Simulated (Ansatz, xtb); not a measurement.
# A geometry optimisation of CH4Si2+ with r2SCAN-D4/def2-SVP

The starting geometry of this gas-phase doublet has its atoms placed at random.

```tsv
atom	x (Å)	y (Å)	z (Å)
C	-0.3818	-0.0617	-0.9672
Si	1.3359	0.1834	-0.2889
Si	-0.0452	0.0304	1.3915
H	1.3284	-0.3575	1.7832
H	-1.3822	0.6664	-0.2308
H	0.1476	0.3438	-0.0015
H	-0.1134	1.0981	-1.2304
```

Question: Guess where an optimisation with r2SCAN-D4/def2-SVP ends from this start.

Answer: It ends as a structure with H4 bridging Si3 and Si2, given below by its coordinates. Distances that change by over a tenth: C1–Si2 (1.86 → 2.08 Å), Si3–H4 (1.48 → 1.68 Å). Contacts that open: Si2–H6 (1.23 → 3.02 Å), Si3–H6 (1.44 → 2.25 Å). Contacts that close: C1–H5 (1.44 → 1.11 Å), Si2–H4 (2.14 → 1.71 Å).

The energy falls by 9.09 eV over 19 steps:

| step | E − E(last) (eV) |
| --- | --- |
| 1 | 9.087 |
| 3 | 4.017 |
| 5 | 2.209 |
| 7 | 1.162 |
| 9 | 0.641 |
| 11 | 0.112 |
| 13 | 0.038 |
| 15 | 0.018 |
| 17 | 0.002 |
| 19 | 0.000 |

Final geometry (Å):

```xyz
7

C    -0.2526    0.5709   -0.4005
Si    1.4744   -0.5685   -0.1940
Si    0.7736    0.7029    1.5394
H     0.7363   -0.9610    1.3032
H    -0.8616   -0.2489   -0.8290
H    -1.0036    1.1124    0.2204
H     0.0230    1.2951   -1.1838
```

From the same start GFN2-xTB ends elsewhere, differing in C1–Si3 (4.13 against 2.20 Å here), Si2–H4 (2.71 against 1.71 Å here).

From so rough a start the end depends on the optimiser's path, so another program may land elsewhere. The end wasn't checked by frequencies. Open shells are spin-unrestricted. Run with Ansatz 0.2.0, 37 s on 2 threads of Intel(R) Xeon(R) 6975P-C (Granite Rapids) (shared host).
